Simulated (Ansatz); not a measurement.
fcc Pt, treated with HSE06 in Ansatz (PAW).

Run with plane-wave cutoff 500 eV, 10×10×1 k mesh (along the axes of the cell as run), Fermi–Dirac smearing 0.1 eV, scalar-relativistic PAW data made under PBE.

The cell is the one relaxed with r²SCAN.

Problem. Estimate the surface energy of the (100) face and work function of the (100) face that the calculation returns.

Solution. 
surface energy of the (100) face: 1.94 J/m²
work function of the (100) face: 5.79 eV

Note: exact exchange on metals is sensitive to the k mesh and can open a false gap.

The slab of 6 atoms is relaxed and unreconstructed.

Spin–orbit coupling is not included.

Computed values are for the static lattice.

It cost roughly 20 core-minutes of CPU time.

Ansatz is an electronic-structure program.
